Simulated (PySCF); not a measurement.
PySCF input (HF/def2-TZVPD):

```python
from pyscf import gto, scf, dft

mol = gto.M(
    atom='''
    C     0.00329743   -0.68959053    0.83425245
    C    -0.00671643    0.63296015    0.90078215
    C     0.00781639   -0.84964659   -0.66746692
    C    -0.00399140    0.72131498   -0.62771037
    H    -0.01400541    1.37887752    1.67955288
    H    -0.87973595   -1.30934951   -1.10071269
    H     0.90403817   -1.29604212   -1.09676329
    H     0.89064925    1.17483501   -1.05862435
    H    -0.90338201    1.16145109   -1.06259646
    ''',
    basis='def2-tzvpd',
    charge=0,
    spin=1,
    verbose=4,
)

mf = scf.UHF(mol).density_fit(auxbasis='def2-universal-jkfit')
mf.conv_tol = 1e-9
mf.max_cycle = 100
mf.max_memory = 1500
mf.kernel()
if not mf.converged:
    mf = mf.newton()
    mf.kernel(mf.make_rdm1())
for _ in range(2):
    mo, _, stable, _ = mf.stability(return_status=True)
    if stable:
        break
    mf.kernel(mf.make_rdm1(mo, mf.mo_occ))
mf.analyze()
```

End of the output:

```
Extra cycle  E= -154.308437252414  delta_E= -2.84e-11  |g|= 3.27e-06  |ddm|= 9.3e-06
converged SCF energy = -154.308437252414  <S^2> = 0.93234969  2S+1 = 2.1747181
uhf_internal: lowest eigs of H = [0.14698079 0.30712545 0.42601916]
<class 'pyscf.df.df_jk.DFUHF'> wavefunction is stable in the internal stability analysis
**** SCF Summaries ****
Total Energy =                        -154.308437252414365
Nuclear Repulsion Energy =             105.886602487665982
One-electron Energy =                 -416.623333125175577
Two-electron Energy =                  156.428293385095202
Two-electron Coulomb Energy =          178.964158939455331
DFT Exchange-Correlation Energy =      -22.535865554360129
HOMO-LUMO gap [eV] =                    11.868927332693676
**** MO energy ****
                             alpha | beta                alpha | beta
MO #1   energy= -11.2547675759886  | -11.2387532065237  occ= 1 | 1
MO #2   energy= -11.2425494559601  | -11.2361750472862  occ= 1 | 1
MO #3   energy= -11.237623640633   | -11.2318326408728  occ= 1 | 1
MO #4   energy= -11.2220283518935  | -11.2198870030715  occ= 1 | 1
MO #5   energy= -1.16679748691311  | -1.14129761736799  occ= 1 | 1
MO #6   energy= -0.907741147185054 | -0.906906491462617 occ= 1 | 1
MO #7   energy= -0.883049502834893 | -0.850433599398599 occ= 1 | 1
MO #8   energy= -0.704466332231544 | -0.700978136299462 occ= 1 | 1
MO #9   energy= -0.638431474688351 | -0.634955312317228 occ= 1 | 1
MO #10  energy= -0.624050597767055 | -0.544209892949873 occ= 1 | 1
MO #11  energy= -0.549354170240356 | -0.518811664753658 occ= 1 | 1
MO #12  energy= -0.520534202140048 | -0.505484540385174 occ= 1 | 1
MO #13  energy= -0.485365079066725 | -0.478629605463595 occ= 1 | 1
MO #14  energy= -0.378059492392884 | -0.366607648376711 occ= 1 | 1
MO #15  energy= -0.376967274876508 | 0.0695673896742793 occ= 1 | 0
MO #16  energy= 0.0778581629926278 | 0.0795649241433709 occ= 0 | 0
MO #17  energy= 0.0915106928568166 | 0.0925043863284674 occ= 0 | 0
MO #18  energy= 0.0991284621019168 | 0.115399533192755  occ= 0 | 0
MO #19  energy= 0.121958927256903  | 0.138648317928982  occ= 0 | 0
MO #20  energy= 0.138996796921973  | 0.156696084651035  occ= 0 | 0
MO #21  energy= 0.151673669797545  | 0.168479455663468  occ= 0 | 0
MO #22  energy= 0.16587779258135   | 0.169862983318554  occ= 0 | 0
MO #23  energy= 0.174507507547954  | 0.178477509690854  occ= 0 | 0
MO #24  energy= 0.193230084113928  | 0.194440388075781  occ= 0 | 0
MO #25  energy= 0.220712733815469  | 0.225635832635586  occ= 0 | 0
MO #26  energy= 0.226006503636099  | 0.228580971432062  occ= 0 | 0
MO #27  energy= 0.23280716683194   | 0.234308364613988  occ= 0 | 0
MO #28  energy= 0.236388714659933  | 0.236346155172116  occ= 0 | 0
MO #29  energy= 0.253624399506599  | 0.256110024464608  occ= 0 | 0
MO #30  energy= 0.260303960840836  | 0.260011654858348  occ= 0 | 0
MO #31  energy= 0.279943418597906  | 0.281645842510455  occ= 0 | 0
MO #32  energy= 0.303571810230458  | 0.305083005157552  occ= 0 | 0
MO #33  energy= 0.314883735914155  | 0.318874183317793  occ= 0 | 0
MO #34  energy= 0.316385391320233  | 0.321700970809279  occ= 0 | 0
MO #35  energy= 0.320947816039602  | 0.324740067721907  occ= 0 | 0
MO #36  energy= 0.32483566036311   | 0.32885434597809   occ= 0 | 0
MO #37  energy= 0.331253836377584  | 0.333724287511936  occ= 0 | 0
MO #38  energy= 0.336558487766174  | 0.342373813813797  occ= 0 | 0
MO #39  energy= 0.354256200923254  | 0.35646996657162   occ= 0 | 0
MO #40  energy= 0.36763812970801   | 0.375223086634024  occ= 0 | 0
MO #41  energy= 0.376607620657072  | 0.380459510499499  occ= 0 | 0
MO #42  energy= 0.393680041194053  | 0.394734425287355  occ= 0 | 0
MO #43  energy= 0.395512596403817  | 0.395575530267837  occ= 0 | 0
MO #44  energy= 0.40731412263144   | 0.408483343307189  occ= 0 | 0
MO #45  energy= 0.41549927550671   | 0.416195405909651  occ= 0 | 0
MO #46  energy= 0.42303929009014   | 0.426592501518019  occ= 0 | 0
MO #47  energy= 0.429300306167864  | 0.444782767382645  occ= 0 | 0
MO #48  energy= 0.457251545211895  | 0.459916247131963  occ= 0 | 0
MO #49  energy= 0.458841347919096  | 0.460642936113532  occ= 0 | 0
MO #50  energy= 0.462393290963889  | 0.469981610538215  occ= 0 | 0
MO #51  energy= 0.488029051603987  | 0.491198287628135  occ= 0 | 0
MO #52  energy= 0.494482077085355  | 0.49711187107733   occ= 0 | 0
MO #53  energy= 0.501420225368626  | 0.500190983314533  occ= 0 | 0
MO #54  energy= 0.50906698214043   | 0.511908356147476  occ= 0 | 0
MO #55  energy= 0.515459940336395  | 0.519289682049069  occ= 0 | 0
MO #56  energy= 0.518690497936456  | 0.520742786217257  occ= 0 | 0
MO #57  energy= 0.524144987212836  | 0.530080284607605  occ= 0 | 0
MO #58  energy= 0.536242885202454  | 0.536021134237522  occ= 0 | 0
MO #59  energy= 0.537397599536179  | 0.5429941932879    occ= 0 | 0
MO #60  energy= 0.560913193932866  | 0.563388701384252  occ= 0 | 0
MO #61  energy= 0.56542891618094   | 0.58099015627906   occ= 0 | 0
MO #62  energy= 0.617708655035864  | 0.625746385388959  occ= 0 | 0
MO #63  energy= 0.621287260430559  | 0.630868238219946  occ= 0 | 0
MO #64  energy= 0.632060108695252  | 0.636718606504842  occ= 0 | 0
MO #65  energy= 0.647139755643683  | 0.657244114818256  occ= 0 | 0
MO #66  energy= 0.653210845917432  | 0.659295048842382  occ= 0 | 0
MO #67  energy= 0.657882630560462  | 0.664237471627448  occ= 0 | 0
MO #68  energy= 0.675684010611999  | 0.679443415670497  occ= 0 | 0
MO #69  energy= 0.686302111261039  | 0.703927398486073  occ= 0 | 0
MO #70  energy= 0.727334959267939  | 0.729134625383455  occ= 0 | 0
MO #71  energy= 0.764373151934595  | 0.770337083138744  occ= 0 | 0
MO #72  energy= 0.781705070960995  | 0.785121148325935  occ= 0 | 0
MO #73  energy= 0.785077535240749  | 0.788672592439039  occ= 0 | 0
MO #74  energy= 0.80753966572741   | 0.812519415134237  occ= 0 | 0
MO #75  energy= 0.81486659781355   | 0.816238814501427  occ= 0 | 0
MO #76  energy= 0.82043524191598   | 0.825090967560976  occ= 0 | 0
MO #77  energy= 0.837984107638419  | 0.840382997888279  occ= 0 | 0
MO #78  energy= 0.849198843486562  | 0.856726168845504  occ= 0 | 0
MO #79  energy= 0.883500046881503  | 0.891903142736907  occ= 0 | 0
MO #80  energy= 0.890289554551719  | 0.894703618595912  occ= 0 | 0
MO #81  energy= 0.9001275205956    | 0.902052871729563  occ= 0 | 0
MO #82  energy= 0.921244800597295  | 0.929822312407989  occ= 0 | 0
MO #83  energy= 0.975576028809915  | 0.978609369436317  occ= 0 | 0
MO #84  energy= 1.01984588976726   | 1.04452219237898   occ= 0 | 0
MO #85  energy= 1.04025589220524   | 1.05289095149074   occ= 0 | 0
MO #86  energy= 1.06392988213645   | 1.07134794794029   occ= 0 | 0
MO #87  energy= 1.08192883397188   | 1.09155658962261   occ= 0 | 0
MO #88  energy= 1.10829178336129   | 1.1274671661862    occ= 0 | 0
MO #89  energy= 1.22567184815415   | 1.22843429702678   occ= 0 | 0
MO #90  energy= 1.28151351479077   | 1.2764827201457    occ= 0 | 0
MO #91  energy= 1.28726088100962   | 1.29375468999233   occ= 0 | 0
MO #92  energy= 1.28748683271417   | 1.29959967336847   occ= 0 | 0
MO #93  energy= 1.31779173185557   | 1.33144991777111   occ= 0 | 0
MO #94  energy= 1.37594366686643   | 1.38204843181715   occ= 0 | 0
MO #95  energy= 1.40623987100891   | 1.42142466656608   occ= 0 | 0
MO #96  energy= 1.41017179610678   | 1.43715507703437   occ= 0 | 0
MO #97  energy= 1.44175736126217   | 1.4687919976256    occ= 0 | 0
MO #98  energy= 1.50052806206403   | 1.50618748022154   occ= 0 | 0
MO #99  energy= 1.51346442179785   | 1.51706051778038   occ= 0 | 0
MO #100 energy= 1.54299842906802   | 1.54838342191399   occ= 0 | 0
MO #101 energy= 1.58294418998864   | 1.5879041406241    occ= 0 | 0
MO #102 energy= 1.590434987086     | 1.60319848513347   occ= 0 | 0
MO #103 energy= 1.65457079689451   | 1.66458409908186   occ= 0 | 0
MO #104 energy= 1.69867357420475   | 1.71130185346682   occ= 0 | 0
[...]
```

It need not be the lowest isomer of its formula.

The determinant is spin-contaminated: <S^2> is 0.93 against 0.75 for a pure state.
